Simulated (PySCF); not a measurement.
## Insertion of a divalent centre (a silylene, a carbene or their kin)

Start structure (CH$_{7}$NSi, closed shell), relaxed at PBE0-D4/def2-TZVP:

Si1  (-1.208, -1.265, -0.465)
H2  (0.807, -0.801, 0.959)
N3  (0.426, -0.277, 0.178)
C4  (0.134, 1.103, 0.583)
H5  (-1.131, -0.454, -1.760)
H6  (-0.283, -2.364, -0.992)
H7  (1.120, -0.297, -0.560)
H8  (-0.246, 1.643, -0.284)
H9  (1.019, 1.611, 0.972)
H10  (-0.648, 1.082, 1.341)
(Å)

The step: CH₅N ([CH3][NH2]) + SiH₂ → CH₇NSi ([CH3][NH][SiH3]); bonds formed: Si1–H2; dative contacts that become bonds: Si1–N3; bonds broken: H2–N3. Computed with PySCF 2.14 with density fitting (its default auxiliary sets; JK sets also for MP2 and CCSD(T)) (basis: def2-TZVPP and def2-QZVPP); correlated methods freeze the cores. Extrapolation: Hartree–Fock as exp(−7.88 √X), correlation as X^−2.97. Energies below are by CCSD(T) at an estimated basis limit (MP2 extrapolated from triple and quadruple zeta, plus CCSD(T) − MP2 in triple zeta).

(1) What are the electronic barrier and the energy of the step, from the start structure to the end structure? (An estimate is asked for; the value comes from the calculation.)

The T1 diagnostic stays at or below 0.013. The restricted Hartree–Fock reference is unstable towards an unrestricted one at one or more of these structures.

Answers

(1) The calculation gives: Barrier 1.671 eV; step energy -1.408 eV (downhill); reverse barrier, their difference, 3.079 eV. Barrier and step energy count from the start structure, the reverse barrier from the end structure.

The saddle point: One imaginary mode of 1574i cm⁻¹.
```
  pair  start (Å)  saddle (Å)  end (Å)
Si1–H2       2.51        1.61     1.49
Si1–N3       2.01        1.88     1.72
 H2–N3       1.01        1.38     2.61
```

Zero-point energy (harmonic, PBE0-D4): ZPE is 2.257 eV at the start and 2.068 eV at the saddle, so the barrier goes from 1.671 to 1.482 eV.

First-order rate constant out of the start structure at 498 K by transition-state theory, with harmonic vibrational free energies alone and no tunnelling: ΔA‡ = 1.502 eV, so k = (kB T/h) exp(−ΔA‡/kB T) ≈ 10^-2 s⁻¹ (an order of magnitude at best: rotation, the number of equivalent paths and anharmonicity are left out).

Losses and insertions of silylenes and their heavier kin drive the gas-phase chemistry of silicon and germanium vapour deposition.

Labels in which every atom is bracketed show which atoms are joined, not bond orders.

For scale, one of the runs: CCSD(T)/def2-TZVPP, 202 basis functions, launched by `OMP_NUM_THREADS=4 python run.py`. Hardware: 4 CPU threads of an Arm Neoverse V1, shared host. Wall time 6 min; peak host memory 2.3 GiB.
